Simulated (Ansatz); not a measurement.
# Equilibrium volume per atom of some elemental solids other than molecular ones

Method: RPBE (Ansatz, an electronic-structure program, plane waves, PAW). References are measured values corrected to a static lattice.

Values in Å³/atom.

```tsv
solid	reference	RPBE	error (%)
hcp Zr	23.18¶	23.96	+3.4
hcp Tl	27.99¶	?	?
hcp Re	14.62¶	15.11	+3.4
hcp Co	10.96¶	11.16	+1.8
body-centred tetragonal In	25.70¶	28.76	+11.9
hcp Cd	21.01¶	24.37	+16.0
hcp Sc	24.77¶	25.61	+3.4
hcp Mg	22.65¶	23.70	+4.6
```

Question: Estimate the withheld RPBE value.

Answer: The errors of the other rows run from +1.8 % to +16.0 %, with a median of +3.4 %; carried to the reference 27.99 it gives 28.94 Å³/atom. The run gives 33.73 Å³/atom (+21 %), +16.6 % from the estimate, outside the range of the other rows; the row was drawn at random, and such an estimate is rough. Over these 8 solids the mean error is +8.1 %, the mean absolute error 8.1 % (median 4.0 %), and the worst case hcp Tl at +21 %; the value is above the reference in 8 of 8 cases.

All these references are brought to a static lattice.

Spin–orbit coupling is left out, also for the solids with elements from indium on (hcp Tl, hcp Re, body-centred tetragonal In); its size isn't shown.

¶ marks references of a special kind: hcp Zr, 23.18 Å³/atom (measured, copied from a table, unchecked, extrapolated to 0 K and zero-point effects removed; as tabulated in Lejaeghere et al. (2013), arXiv:1204.2733); hcp Tl, 27.99 Å³/atom (measured, copied from a table, unchecked, extrapolated to 0 K and zero-point effects removed; as tabulated in Lejaeghere et al. (2013), arXiv:1204.2733); hcp Re, 14.62 Å³/atom (measured, copied from a table, unchecked, extrapolated to 0 K and zero-point effects removed; as tabulated in Lejaeghere et al. (2013), arXiv:1204.2733); hcp Co, 10.96 Å³/atom (measured, copied from a table, unchecked, extrapolated to 0 K and zero-point effects removed; as tabulated in Lejaeghere et al. (2013), arXiv:1204.2733); body-centred tetragonal In, 25.70 Å³/atom (measured, copied from a table, unchecked, extrapolated to 0 K and zero-point effects removed; as tabulated in Lejaeghere et al. (2013), arXiv:1204.2733); hcp Cd, 21.01 Å³/atom (measured, copied from a table, unchecked, extrapolated to 0 K and zero-point effects removed; as tabulated in Lejaeghere et al. (2013), arXiv:1204.2733); hcp Sc, 24.77 Å³/atom (measured, copied from a table, unchecked, extrapolated to 0 K and zero-point effects removed; as tabulated in Lejaeghere et al. (2013), arXiv:1204.2733); hcp Mg, 22.65 Å³/atom (measured, copied from a table, unchecked, extrapolated to 0 K and zero-point effects removed; as tabulated in Lejaeghere et al. (2013), arXiv:1204.2733).

Differences are worked out from the printed values.

Caveats: the cell is over a tenth larger than the published one: the level's own overestimate first of all, though another phase or state, or a fault of the published cell, is possible (hcp Tl, body-centred tetragonal In, hcp Cd). Ansatz's density-functional and Hartree–Fock values are scalar-relativistic unless marked +SOC, with PAW data made under PBE.

Ansatz's runs of these crystals have no spin polarisation, but for hcp Co.

Density-functional runs with spin start from parallel moments for hcp Co.

Not in this set, of the elemental solids other than molecular ones with a reference value in our tables and a result at some level: 6 for no value at RPBE (not run, a failed fit, an unstable or unbound cell, or a value held back for tests); 2 for a published cell of unstated conditions; 2 for a reference at room or unstated temperature; 2 for a cell known from the COD alone. These can be a level's best or worst cases. Solids without a released value at any level aren't counted. Cubic solids are told by their lattice constant and aren't counted here. Layered and molecular crystals are counted apart. The metals Ce to Yb are counted apart.

References as tabulated in Lejaeghere et al. (2013), arXiv:1204.2733.
